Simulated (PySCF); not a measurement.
**Frontier orbitals and the lowest excitations**

C₄H₇NO.
Geometry (GFN2-xTB, Å), atoms numbered from 1 in this order:
```
atom  x, y, z in Å
C1     1.802   -0.409    0.447
C2     1.215   -0.163   -0.720
N3     0.478    0.953   -1.030
C4    -0.641    1.363   -0.653
O5    -1.615    0.806    0.083
C6    -1.473   -0.522    0.549
H7     1.650    0.230    1.302
H8     2.482   -1.232    0.565
H9     1.426   -0.778   -1.588
H10   -0.966    2.343   -0.991
H11   -1.188   -1.196   -0.262
H12   -2.450   -0.808    0.937
H13   -0.726   -0.587    1.344
```

Method used: PySCF 2.14.0, density-fitted response routines, TDDFT PBE0/def2-SVPD, vertical, gas phase, core orbitals frozen in the response.

Kohn–Sham orbitals with the atoms that hold most of them (Löwdin shares over 4%, at most four atoms; ? is withheld):

| orbital | ε (eV) | atoms |
| --- | --- | --- |
| HOMO-3 | -10.30 | O5 33%, C6 15%, H11 9%, C2 8% |
| HOMO-2 | -9.44 | N3 30%, C2 25%, C1 13%, C4 9% |
| HOMO-1 | -7.97 | ? |
| HOMO | -6.47 | C1 32%, N3 28%, C2 20%, C4 5% |
| LUMO | ? | ? |
| LUMO+1 | 0.58 | C2 25%, C1 16%, N3 15%, C4 9% |
| LUMO+2 | 0.78 | C6 22%, C4 16%, O5 12%, H13 9% |

Give the leading atoms of the HOMO-1.

N3 (bonded to 2 C) 35%; O5 (bonded to 2 C) 29%; C4 (bonded to N, O and H) 12%; C2 (bonded to C, N and H) 7%. By element: nitrogen 35%, oxygen 29%, carbon 19% or more.

Give the leading atoms of the LUMO.

C4 (bonded to N, O and H) 24%; N3 (bonded to 2 C) 20%; C1 (bonded to C and 2 H) 14%; C2 (bonded to C, N and H) 13%. By element: carbon 52% or more, nitrogen 20%.

What is the LUMO energy, and the HOMO–LUMO gap?

ε(LUMO) = 0.03 eV; the gap is 6.50 eV (0.2389 hartree).

How does S1 compare with the orbital gap of 6.50 eV?

S1 is at 5.08 eV (f = 0.031), 1.41 eV below the gap, made of HOMO→LUMO (74%), HOMO→LUMO+1 (19%). Without the coupling terms of the response equations the lowest excitation would equal the gap.

Next come S2 at 6.13 eV (f 0.020), HOMO→LUMO+2 (64%), HOMO→LUMO+1 (30%); S3 at 6.24 eV (f 0.207), HOMO→LUMO+1 (45%), HOMO→LUMO+2 (29%), HOMO→LUMO (19%); S4 at 6.78 eV (f 0.016), HOMO-1→LUMO (60%), HOMO-1→LUMO+1 (20%), HOMO→LUMO+3 (15%); S5 at 6.93 eV (f 0.053), HOMO→LUMO+3 (69%), HOMO-1→LUMO+1 (14%), HOMO→LUMO+4 (10%).

One conformer stands for the species.
